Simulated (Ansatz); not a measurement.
**C₃H₅+: functionals against CCSD(T) at one geometry**

An exercise on one series of results from a longer session: the logs are not shown, and one member is left open.

Method: single points in def2-TZVPP; program: Ansatz 0.2.0, Gaussian basis.

Cores are frozen in the correlated methods.

**Where the work starts**

SMILES `C=C[CH2+]`, 8 atoms, charge 1, spin multiplicity 1.

Atoms are counted from 1 here; the program's logs count them from 0.

Bond lengths: C1–C2 1.409 Å, C1–H4 1.038 Å, C1–H5 0.986 Å, C2–C3 1.311 Å, C2–H6 1.151 Å, C3–H7 1.226 Å, C3–H8 1.077 Å. Angles: C2–C1–H4 120.6°, C2–C1–H5 124.6°, H4–C1–H5 114.8°, C1–C2–C3 122.8°, C1–C2–H6 112.5°, C3–C2–H6 124.5°, C2–C3–H7 120.8°, C2–C3–H8 123.5°, H7–C3–H8 114.7°.

As a file:

```xyz
8

C    -0.4283    0.9220   -0.6542
C     0.2769    0.2336    0.3525
C     0.3410   -1.0749    0.4065
H    -1.0266    0.4060   -1.3268
H    -0.4200    1.9002   -0.7739
H     0.8540    0.9442    1.0499
H    -0.3501   -1.7675   -0.3315
H     0.8359   -1.6139    1.1965
```

The first run:

The input, run/in.yaml:

```yaml
crystal:
  periodic: [false, false, false]
  atoms:
    - {symbol: C, position_ang: [-0.428300, 0.922000, -0.654200]}
    - {symbol: C, position_ang: [0.276900, 0.233600, 0.352500]}
    - {symbol: C, position_ang: [0.341000, -1.074900, 0.406500]}
    - {symbol: H, position_ang: [-1.026600, 0.406000, -1.326800]}
    - {symbol: H, position_ang: [-0.420000, 1.900200, -0.773900]}
    - {symbol: H, position_ang: [0.854000, 0.944200, 1.049900]}
    - {symbol: H, position_ang: [-0.350100, -1.767500, -0.331500]}
    - {symbol: H, position_ang: [0.835900, -1.613900, 1.196500]}
basis:
  gaussian: {orbitals: def2-TZVPP}
total_charge: 1
correlation: {method: ccsd_t}
output: {forces: true}
```

No record of the launch command was kept for these runs.

Steps of the session up to this table: CCSD(T)/def2-TZVPP; PBE0-D4/def2-TZVPP; wB97M-V/def2-TZVPP; r2SCAN-D4/def2-TZVPP; PBE-D4/def2-TZVPP; HSE06-D4/def2-TZVPP; BHLYP-D4/def2-TZVPP.

One table of the session follows, with a row left open; its other results are not shown here.

```
   method  RMS force component (eV/Å)  angle to CCSD(T) forces (°)
  CCSD(T)                       2.478                    reference
  PBE0-D4                       2.423                          4.3
  wB97M-V                       2.411                          3.9
r2SCAN-D4                           ?                            ?
   PBE-D4                       2.398                          4.2
 HSE06-D4                       2.423                          4.2
 BHLYP-D4                       2.412                          5.7
```

Q: Estimate the row for r2SCAN-D4 from the others.

As computed: RMS force component (eV/Å): 2.389; angle to CCSD(T) forces (°): 3.2. In the column «RMS force component (eV/Å)» it is the lowest.
